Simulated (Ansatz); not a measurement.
Worked example: vertical energy of the triplet above the singlet of CF2 (SMILES F[C]F)

The species is CF2 (3 atoms), meant as a singlet with charge 0. SMILES: `F[C]F`. The shape is that of a PBE0-D4/def2-TZVP optimisation.

```xyz
3

F     0.3163    0.9714    0.2816
C     0.3823   -0.3185    0.1752
F    -0.6986   -0.6529   -0.4567
```

Both states at this one shape; open shells run unrestricted unless said. 1 Eh = 27.2114 eV.

```tsv
level	program	singlet CF2 (Eh)	triplet CF2 (Eh)
HF/3-21G	Ansatz	-235.373499	-235.312962
PBE-QIDH/def2-TZVPP, 3 core orbitals frozen	Ansatz	-237.535983	-237.445652
```

Q: Work out the vertical gap, second state less first, at each level.

A: 
1. HF/3-21G: -235.312962 − (-235.373499) = 0.060537 Eh = 1.65 eV.
2. PBE-QIDH/def2-TZVPP: -237.445652 − (-237.535983) = 0.090331 Eh = 2.46 eV.

No measured value is set beside it here; the levels span 1.65 to 2.46 eV. Hartree–Fock favours the state with fewer electron pairs, since it lacks pair correlation.
